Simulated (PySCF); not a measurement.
Simulated outer-valence photoelectron spectrum of `Cc1ncon1`. Method: EOM-IP-CCSD/aug-cc-pVDZ in PySCF, restricted Hartree–Fock reference, 6 core orbitals frozen, non-relativistic, gas phase, PBE0-D3(BJ)/def2-SVP geometry.

Each root has a Gaussian of 0.4 eV full width with its one-hole share as area; cross sections and vibrations are left out, and the highest printed point is 100.

ionisation energy (eV), intensity and a bar:
```
     10.2          1 
     10.3          3 #
     10.4         11 ###
     10.5         28 ########
     10.6         50 ###############
     10.7         66 ####################
     10.8         71 #####################
     10.9         71 #####################
     11.0         69 #####################
     11.1         59 ##################
     11.2         40 ############
     11.3         21 ######
     11.4         14 ####
     11.5         23 #######
     11.6         42 #############
     11.7         57 #################
     11.8         57 #################
     11.9         47 ##############
     12.0         43 #############
     12.1         51 ###############
     12.2         59 ##################
     12.3         52 ################
     12.4         33 ##########
     12.5         15 ####
     12.6          5 #
     12.7          1 
     12.8          0 
     12.9          0 
     13.0          0 
     13.1          0 
     13.2          0 
     13.3          0 
     13.4          0 
     13.5          0 
     13.6          2 
     13.7          7 ##
     13.8         20 ######
     13.9         46 ##############
     14.0         78 #######################
     14.1        100 ##############################
     14.2         99 ##############################
     14.3         76 #######################
     14.4         45 #############
     14.5         20 ######
     14.6         11 ###
     14.7         17 #####
     14.8         34 ##########
     14.9         53 ################
     15.0         58 #################
     15.1         45 #############
     15.2         25 #######
     15.3         11 ###
     15.4          9 ###
     15.5         19 ######
     15.6         37 ###########
     15.7         55 ################
     15.8         57 #################
     15.9         42 ############
     16.0         22 ######
     16.1          8 ##
     16.2          2 #
     16.3          0
```

Problem. Where are the maxima, and how many lines lie under the curve?

Solution. 6 maxima, at 10.8, 11.8, 12.2, 14.1, 15.0 and 15.8 eV, from 8 lines. At this width some lines have no maximum of their own.

Problem. List the lines with their holes.

Solution. 
```tsv
E (eV)	leading hole (HF orbital)	area	Koopmans (eV)
10.71	HOMO	0.95	11.01
11.05	HOMO-2	0.94	12.93
11.74	HOMO-1	0.94	12.61
12.22	HOMO-3	0.94	14.28
14.06	HOMO-4	0.95	15.19
14.23	HOMO-5	0.96	15.69
14.98	HOMO-6	0.95	16.05
15.76	HOMO-7	0.95	17.27
```

The widest gap, 1.84 eV, lies between 12.22 and 14.06 eV. Only orbitals with −ε under 21 eV, eight at most, were ionised, so the high end of the curve may lack lines.

Time: 6.4 min. Hardware: one thread, x86-64 server, no GPU, on a shared host.
